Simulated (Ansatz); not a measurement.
Born–Oppenheimer molecular dynamics of AlH₃ (4 atoms, charge 0, multiplicity 1). It starts at the highest image of a converged band, a first-order saddle point between two minima.

Level of theory: RKS PBE0-D4/cc-pVDZ in Ansatz.

```json
{"ensemble": "NVE (velocity Verlet)", "time step": "0.5 fs", "steps asked": "200", "starting velocities drawn for": "300 K", "seed": "8775"}
```

First frame:

```xyz
4
Properties=species:S:1:pos:R:3
Al -0.271 0.001 0.597
H 1.140 0.001 1.334
H 1.393 -0.001 -0.092
H -0.694 0.000 -0.932
```

**Question.** How far do the bonds stretch over the last three quarters of this one trajectory? (Pairs bonded in most of those frames.)

**Answer.** 
```json
{"bond": "Al1–H2", "mean (Å)": "1.745", "spread (Å)": "0.190", "shortest": "1.35", "longest": "2.02"}
{"bond": "Al1–H3", "mean (Å)": "1.612", "spread (Å)": "0.091", "shortest": "1.45", "longest": "1.78"}
{"bond": "Al1–H4", "mean (Å)": "1.704", "spread (Å)": "0.131", "shortest": "1.41", "longest": "1.92"}
```

Pairs bonded in part of these frames only: Al1–H2 73 %.

Mean temperature of the second half: 5004 K. The conserved energy stayed within 1.3 meV per atom of its start (net change -0.44 meV per atom), so the integration is sound. The kinetic energy rose, since the run started high on the potential surface and went downhill. A run of 0.1 ps of so small a system gives no equilibrium averages. The orbitals stay closed-shell, which can raise the energy where a bond breaks towards radicals; this wasn't checked here.

Run time: 52 s on 1 thread of Intel(R) Xeon(R) 6975P-C (Granite Rapids), on a shared host, peak memory 0.096 GiB.
